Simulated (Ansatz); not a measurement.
**C₂H₄OS: up Jacob's ladder to CCSD(T)**

One table from this session's results is given with a row withheld; the runs are named, their logs left out.

Method: functionals in def2-TZVPP, the program's frozen cores in correlated methods; program: Ansatz 0.2.0, Gaussian basis.

The runs, in order: LDA (SPW92), PBE-D4, revPBE-D4, BLYP-D4, r2SCAN-D4, B97M-V, PBE0-D4, B3LYP-D4, r2SCANh-D4, r2SCAN0-D4, HSE06-D4, BHLYP-D4, CAM-B3LYP-D4, LC-ωPBE, ωB97X-V, ωB97M-V, B2PLYP, PBE-QIDH; CCSD(T)/def2-SVP; CCSD(T)/def2-TZVPP; MP2/def2-QZVPP; extrapolation to the limit; RPA on PBE.

## Structure used throughout

The geometry comes from an earlier relaxation with PBE0-D4 in a triple-zeta def2 set; it is a stationary point, not always the lowest conformer.

8 atoms, charge 0, spin multiplicity 1.

Atoms are counted from 1 here; the program's logs count them from 0.

Bond lengths: C1–C2 1.488 Å, C1–H5 1.094 Å, C1–H6 1.094 Å, C1–H7 1.085 Å, C2–O3 1.331 Å, C2–S4 1.627 Å, O3–H8 0.969 Å. Angles: C2–C1–H5 109.4°, C2–C1–H6 109.4°, C2–C1–H7 111.0°, H5–C1–H6 107.0°, H5–C1–H7 110.0°, H6–C1–H7 110.0°, C1–C2–O3 111.2°, C1–C2–S4 126.1°, O3–C2–S4 122.7°, C2–O3–H8 107.1°.

Set-up of the first run:

The input, in.yaml:

```yaml
crystal:
  periodic: [false, false, false]
  atoms:
    - {symbol: C, position_ang: [0.140526, 0.959094, -0.063273]}
    - {symbol: C, position_ang: [-0.070079, -0.507506, -0.199488]}
    - {symbol: O, position_ang: [-0.071266, -1.105456, 0.990068]}
    - {symbol: S, position_ang: [-0.277172, -1.320863, -1.593522]}
    - {symbol: H, position_ang: [1.088790, 1.143667, 0.449433]}
    - {symbol: H, position_ang: [-0.649608, 1.382583, 0.563254]}
    - {symbol: H, position_ang: [0.143176, 1.442775, -1.034968]}
    - {symbol: H, position_ang: [-0.212268, -2.051294, 0.832698]}
basis:
  gaussian: {orbitals: def2-TZVPP}
hamiltonian: {xc: lda}
output: {orbitals: {seedname: orbitals}}
```

Launch:

```sh
$ ansatz run in.yaml --threads 2 --pin off --events-out ev --progress --plain --max-ram 4352MiB
```

Steps of the session up to this table: LDA; PBE-D4 (GGA); revPBE-D4 (GGA); BLYP-D4 (GGA); r2SCAN-D4 (meta-GGA); B97M-V (meta-GGA); PBE0-D4 (hybrid); B3LYP-D4 (hybrid); r2SCANh-D4 (hybrid); r2SCAN0-D4 (hybrid); HSE06-D4 (hybrid); BHLYP-D4 (hybrid); CAM-B3LYP-D4 (range-separated); LC-ωPBE (range-separated); ωB97X-V (range-separated); ωB97M-V (range-separated); B2PLYP (double hybrid); PBE-QIDH (double hybrid).

One table of the session follows, with a row left open; its other results are not shown here.

It belongs to the step «Frontier levels by functional». 

```
  functional  HOMO (eV)  LUMO (eV)  gap (eV)
 LDA (SPW92)      -5.65      -2.54      3.10
      PBE-D4      -5.49      -2.34      3.15
   revPBE-D4      -5.43      -2.27      3.17
     BLYP-D4      -5.34      -2.22      3.12
   r2SCAN-D4      -5.73      -2.19      3.53
      B97M-V      -5.78      -2.11      3.66
     PBE0-D4      -6.73      -1.42      5.31
    B3LYP-D4      -6.49      -1.64      4.85
  r2SCANh-D4      -6.19      -1.85      4.34
  r2SCAN0-D4          ?          ?         ?
    HSE06-D4      -6.33      -1.80      4.52
    BHLYP-D4      -7.82      -0.34      7.48
CAM-B3LYP-D4      -8.07      -0.28      7.79
     LC-ωPBE      -9.47       0.82     10.29
     ωB97X-V      -9.09       0.80      9.89
     ωB97M-V      -8.93       0.76      9.69
```

Q: Estimate the row for r2SCAN0-D4 from the others.

Worked estimate for «HOMO (eV)». Against the share of exact exchange, r2SCAN-D4 (0, -5.73), r2SCANh-D4 (0.1, -6.19) give a slope of -4.60 per unit share; at 0.25 the line stands at -6.88.

The run gave: HOMO (eV): -6.88; LUMO (eV): -1.33; gap (eV): 5.55. In «HOMO (eV)» the line misses by 0.00.
